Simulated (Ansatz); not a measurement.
# A basis-limit estimate, worked out

An elementary step of SiNH7S, singlet (SiNH₅ ([NH2][SiH3]) + H₂S → SiNH₅S ([NH2][SiH2][SH]) + H₂; bonds formed: Si1–S7, H2–H6; bonds broken: Si1–H2, H6–S7). “Start” is the structure reached by relaxing down from the saddle towards the reactants; PBE0-D4/def2-TZVP structures. The saddle:

```csv
atom,x (Å),y (Å),z (Å)
Si1,-0.5529,-0.1340,-0.0078
H2,0.8312,-1.0066,-0.4064
H3,-1.4007,-1.1340,-0.7033
H4,-1.3648,1.1088,0.1563
N5,-0.0496,-0.2792,1.6158
H6,0.8619,-0.3677,-1.2688
S7,0.3270,0.8263,-2.1619
H8,0.5910,-0.9728,1.9619
H9,-0.4252,0.3202,2.3324
H10,1.1820,1.6390,-1.5183
```

Program: Ansatz 0.2.0. Basis: def2-TZVPP and def2-QZVPP. Cores are frozen in the correlated methods.

Energies in eV:

| quantity | saddle | start |
| --- | --- | --- |
| Hartree–Fock, triple zeta (X = 3) | -20271.28894 | -20274.02793 |
| Hartree–Fock, quadruple zeta (X = 4) | -20271.94251 | -20274.67971 |
| MP2 correlation, X = 3 | -15.76630 | -14.88207 |
| MP2 correlation, X = 4 | -16.94477 | -16.02448 |
| CCSD(T) correlation, X = 3 | -17.72033 | -16.93255 |

(1) Work out the barrier at the basis limit: extrapolate Hartree–Fock as E(X) = E∞ + A exp(−7.88 √X) and the MP2 correlation as E(X) = E∞ + B X^−2.97 (the exponents that Neese and Valeev fitted for def2-TZVPP and QZVPP), then add CCSD(T) − MP2 in triple zeta.

No T1 diagnostic of these runs exceeds 0.013.

## Answers

(1) Each step is linear, so take the differences first (saddle − start): Hartree–Fock 2.73899 (X = 3) and 2.73720 (X = 4); MP2 correlation -0.88423 and -0.92029; CCSD(T) correlation -0.78778.
Two points give E∞ = E(4) + w [E(4) − E(3)], with w = 1/(exp(7.88 (2 − √3)) − 1) = 0.1377 for Hartree–Fock and w = 1/((4/3)^2.97 − 1) = 0.7407 for the correlation.
Hartree–Fock: 2.73720 + 0.1377 × (-0.00179) = 2.7370 eV.
MP2 correlation: -0.92029 + 0.7407 × (-0.03606) = -0.9470 eV.
CCSD(T) − MP2: -0.78778 − (-0.88423) = 0.0964 eV.
Sum: 2.7370 + (-0.9470) + 0.0964 = 1.8864 eV, or 43.50 kcal/mol. Plain CCSD(T) in triple zeta gives 1.9512 eV, so the larger basis shifts the result by -0.0648 eV.

Labels in which every atom is bracketed show which atoms are joined, not bond orders.

For scale, one of the runs: CCSD(T)/def2-TZVPP, 213 basis functions (an equivalent command: `ansatz run in.yaml --threads 4`). The run took 32 s on 4 CPU threads (shared host), with 2.8 GiB of host memory at its peak.
